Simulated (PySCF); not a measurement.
## Basis-set dependence of population analyses: `O=C(Cl)C1CC1`

Compound: C4H5ClO.
Cartesian coordinates in Å at the PBE0-D3(BJ)/def2-SVP level; atoms count from 1:
```
atom  x, y, z in Å
O1     2.2400   -0.4765    0.1631
C2     1.5993    0.2798   -0.4829
Cl3    2.2790    0.9487   -2.0202
C4     0.2440    0.7705   -0.1696
C5    -0.1809    2.1853   -0.4946
C6    -0.7692    1.0576   -1.2547
H7    -0.1178    0.3310    0.7632
H8     0.5551    2.8117   -1.0032
H9    -0.7813    2.6903    0.2655
H10   -1.7953    0.7477   -1.0441
H11   -0.4378    0.9107   -2.2850
```

PBE0 throughout (PySCF), one geometry, spherical d and f functions. Isolated species at its PBE0-D3(BJ)/def2-SVP geometry (one conformer only). Atoms taken as equivalent share a column and are averaged. The first 7 of 8 kinds of atom are listed.

Mulliken charges (e):

```json
{"basis": "pcSseg-0", "functions": "68", "O1": "-0.387", "C2": "+0.298", "Cl3": "-0.007", "C4": "-0.486", "C5/C6": "-0.412", "H7": "+0.288", "H8/H11": "+0.282"}
{"basis": "cc-pVDZ", "functions": "113", "O1": "-0.142", "C2": "+0.126", "Cl3": "-0.135", "C4": "-0.121", "C5/C6": "-0.036", "H7": "+0.052", "H8/H11": "+0.077"}
{"basis": "aug-cc-pVDZ", "functions": "187", "O1": "-0.437", "C2": "-0.167", "Cl3": "-0.145", "C4": "+1.283", "C5/C6": "+0.857", "H7": "-0.479", "H8/H11": "-0.446"}
{"basis": "cc-pVTZ", "functions": "254", "O1": "-0.195", "C2": "+0.235", "Cl3": "-0.169", "C4": "-0.095", "C5/C6": "-0.215", "H7": "+0.134", "H8/H11": "+0.137"}
{"basis": "IGLO-III", "functions": "269", "O1": "-0.375", "C2": "+0.302", "Cl3": "-0.057", "C4": "+0.007", "C5/C6": "-0.241", "H7": "+0.109", "H8/H11": "+0.119"}
```

IAO charges (e):

```
      basis  functions      O1      C2     Cl3      C4   C5/C6      H7  H8/H11
   pcSseg-0         68  -0.301  +0.327  -0.127  -0.206  -0.274  +0.182  +0.170
    cc-pVDZ        113  -0.334  +0.375  -0.138  -0.191  -0.269  +0.173  +0.165
aug-cc-pVDZ        187  -0.355  +0.387  -0.136  -0.191  -0.277  +0.178  +0.170
    cc-pVTZ        254  -0.354  +0.388  -0.134  -0.193  -0.278  +0.178  +0.170
   IGLO-III        269  -0.359  +0.385  -0.126  -0.193  -0.278  +0.178  +0.170
```

Hirshfeld charges (e):

| basis | functions | O1 | C2 | Cl3 | C4 | C5/C6 | H7 | H8/H11 |
| --- | --- | --- | --- | --- | --- | --- | --- | --- |
| pcSseg-0 | 68 | -0.185 | +0.180 | -0.066 | -0.043 | -0.067 | +0.054 | +0.040 |
| cc-pVDZ | 113 | -0.187 | +0.181 | -0.071 | -0.044 | -0.072 | +0.060 | +0.044 |
| aug-cc-pVDZ | 187 | -0.206 | +0.177 | -0.042 | -0.057 | -0.083 | +0.067 | +0.049 |
| cc-pVTZ | 254 | -0.202 | +0.180 | -0.055 | -0.051 | -0.079 | +0.065 | +0.048 |
| IGLO-III | 269 | -0.212 | +0.174 | -0.026 | -0.058 | -0.083 | +0.066 | +0.047 |

ESP-fitted charges (e):

```json
{"basis": "pcSseg-0", "functions": "68", "O1": "-0.429", "C2": "+0.616", "Cl3": "-0.194", "C4": "-0.281", "C5/C6": "-0.313", "H7": "+0.204", "H8/H11": "+0.168"}
{"basis": "cc-pVDZ", "functions": "113", "O1": "-0.310", "C2": "+0.332", "Cl3": "-0.136", "C4": "-0.062", "C5/C6": "-0.250", "H7": "+0.129", "H8/H11": "+0.129"}
{"basis": "aug-cc-pVDZ", "functions": "187", "O1": "-0.356", "C2": "+0.383", "Cl3": "-0.131", "C4": "-0.089", "C5/C6": "-0.256", "H7": "+0.141", "H8/H11": "+0.131"}
{"basis": "cc-pVTZ", "functions": "254", "O1": "-0.341", "C2": "+0.365", "Cl3": "-0.130", "C4": "-0.080", "C5/C6": "-0.261", "H7": "+0.137", "H8/H11": "+0.134"}
{"basis": "IGLO-III", "functions": "269", "O1": "-0.344", "C2": "+0.323", "Cl3": "-0.102", "C4": "-0.044", "C5/C6": "-0.257", "H7": "+0.129", "H8/H11": "+0.127"}
```

Problem. Which scheme is steadiest as the basis changes?

Solution. Largest range over the bases for any column: Hirshfeld 0.04 e, IAO 0.06 e, ESP-fitted 0.29 e, Mulliken 1.77 e. Hirshfeld charges move least and Mulliken charges most, counted in e.

Problem. How much do the charges still move between the two largest bases, cc-pVTZ and IGLO-III?

Solution. At most, over all atoms: Mulliken 0.180 e, IAO 0.008 e, Hirshfeld 0.028 e, ESP-fitted 0.041 e.

Problem. What do the same runs give for the total energy, the frontier levels and the dipole moment?

Solution. 
```csv
basis,energy (Eh),HOMO (eV),LUMO (eV),μ (D)
pcSseg-0,-689.3456,-8.55,-1.15,3.59
cc-pVDZ,-690.4442,-8.20,-0.72,3.29
aug-cc-pVDZ,-690.4614,-8.39,-1.00,3.49
cc-pVTZ,-690.5241,-8.33,-0.89,3.39
IGLO-III,-690.5241,-8.35,-0.96,3.40
```

The dipole is fixed by the density alone, so its range of 0.30 D shows that the density itself changes with the basis, not only its division among atoms.
